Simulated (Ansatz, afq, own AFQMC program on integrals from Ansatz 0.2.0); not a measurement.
Integrals from Ansatz 0.2.0, then the random walk in our own AFQMC program (afq).

```yaml
crystal:
  periodic: [false, false, false]
  atoms:
    - {symbol: O, position_ang: [0.000000, -0.058394, 0.000000]}
    - {symbol: H, position_ang: [0.000000, 0.463458, -0.680826]}
    - {symbol: H, position_ang: [0.000000, 0.463458, 0.680826]}
basis:
  gaussian: {orbitals: 6-31G}
magnetization: {spin_polarized: false}
correlation: {method: ccsd_t, electrons: outside_noble_gas, hamiltonian_folder: ham}
```

```sh
$ ansatz run in.yaml --threads 1 --pin off --events-out ev --progress --plain --max-ram 15360MiB --backend cuda --devices 0, --max-vram 18GiB
```

afq runs on the folder ham with

```
--method phaseless --trial hf --walkers 4000 --populations 20 --least-time 40 --time-step 0.005 --steps-per-block 20 --equilibration-blocks 112 --max-blocks 4000 --target-error 0.0008500 --factor-cut 1e-05 --seed 6241 --taylor-order 6
```

Times are imaginary, in 1/Eh. The walk had a cap of 49 s. With eight or more populations the least sampling time is a fifth of least-time, and the error comes from their spread.

Log:

```
orbitals 12  electrons 4 4  factors 66 of 139
reference energy -75.96044007 Eh
CCSD correlation -0.12510358 Eh in 8 cycles, weight of the determinant in the CISD state 0.9638
energy of the start -75.960440 Eh
 block  time / (1/Eh)  mean weight  energy / Eh
     1     0.100  1.0010  -75.998417
     2     0.200  1.0011  -76.025093
     3     0.300  1.0011  -76.044652
     4     0.400  1.0010  -76.056494
     5     0.500  1.0010  -76.067445
     8     0.800  1.0008  -76.077715
    11     1.100  1.0000  -76.078673
    26     2.600  1.0004  -76.087293
    41     4.100  0.9999  -76.084468
    56     5.600  0.9998  -76.083040
    66     6.600  1.0000  -76.097860
    71     7.100  0.9998  -76.090910
    86     8.600  1.0000  -76.085716
   101    10.100  0.9998  -76.086079
   116    11.600  0.9999  -76.088888
   131    13.100  0.9998  -76.088148
   146    14.600  0.9999  -76.086025
   161    16.100  0.9998  -76.092538
   176    17.600  0.9999  -76.084381
   191    19.100  0.9997  -76.088382
   206    20.600  0.9999  -76.085638
   211    21.100  0.9999  -76.081510
error from the spread of 20 populations
energy -76.087889 +/- 0.000817 Eh
(rows thinned)
```

The run passed its tests (sampling time, drift between the halves within three errors, error under three times the target), which doesn't prove that it has relaxed.

Against this walk (error 22.2 meV) on the same determinant: CCSD(T) 43.9 meV higher (within the noise), CCSDT(Q) 32.5 meV higher (within the noise), CCSDTQ 32.9 meV higher (within the noise), full CI 32.8 meV higher (within the noise), a separate phaseless walk with a CISD trial and standard settings 33.0 ± 22.3 meV higher (within the noise). The error is statistical and leaves out the bias of the constraint.

Cautions: constraint bias not in the error.

The walk took 16 s on 1 × NVIDIA H100 80GB HBM3 with 2 threads of AMD EPYC 7R13 Processor (Zen 3), on a shared host (the card was shared). The log's last line is the phaseless energy.

CCSDT and higher add their correlation energy to the determinant of the CCSD(T) run, since their own runs factorise the integrals more tightly (a shift of under 2 meV). A walk keeps the symmetry of its determinant, which the program's search chose and which needn't be the lowest solution, so a lower state of the same spin and another symmetry isn't excluded.
